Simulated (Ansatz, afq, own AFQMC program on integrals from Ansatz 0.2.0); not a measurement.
**AlH4, doublet: AFQMC among the cluster methods**

```xyz
5

Al   -0.0693    0.0165   -0.1320
H     0.4393    0.0182    1.9866
H    -0.3265    0.0075    1.9572
H     0.7238    1.3997   -0.1880
H     1.0193   -1.8677   -0.2228
```

Basis 6-31G. Only valence electrons are correlated. Ansatz 0.2.0 and our own AFQMC program on the same integrals; the CISD trial comes from CCSD amplitudes, and released means the phaseless constraint is let go. ± is one standard error of the sampling.

Determinant: UHF, the one that the program's search chose, which needn't be the lowest solution. The geometry is a point of a scan.

Full CI on the same integrals is exact in this basis and with this determinant's frozen core.

- T1 diagnostic: 0.0289
- weight of the determinant in the CISD state: 0.912
- ⟨S²⟩ of the determinant: 0.784
- size of the correlated space: 7 electrons in 16 orbitals

| level | correlation energy (eV) |
| --- | --- |
| MP2 | -1.4052 |
| CCSD | -2.1540 |
| CCSD(T) | -2.1813 |

Q: Estimate where phaseless AFQMC with a CISD trial lies against CCSD(T) on the same integrals.

A: 12.7 ± 0.9 meV below CCSD(T).

Reference: full CI, correlation energy -2.198 eV. The released energy is read at 2.40 1/Eh (meV from the phaseless value at times in 1/Eh: -0.8 ± 1.0 at 0.24, -1.2 ± 0.8 at 0.51, -1.8 ± 0.5 at 0.99, -2.5 ± 0.6 at 1.62, -3.1 ± 0.6 at 2.40).

| level | E − E(reference) (meV) | share of correlation (%) |
| --- | --- | --- |
| CCSD(T) | 16.9 | 99.23 |
| CCSDT | 1.0 | 99.95 |
| CCSDT(Q) | 0.3 | 99.99 |
| CCSDTQ | 0.0 | 100.00 |
| ph-AFQMC/CISD | 4.2 ± 0.9 | 99.81 |
| released AFQMC | 1.2 ± 0.6 | 99.95 |

CCSDT and higher add their correlation energy to the determinant of the CCSD(T) run, since their own runs factorise the integrals more tightly (a shift of under 2 meV). Released energies are given only where the last usable release times agree within the noise; a slower fall can still hide under it.
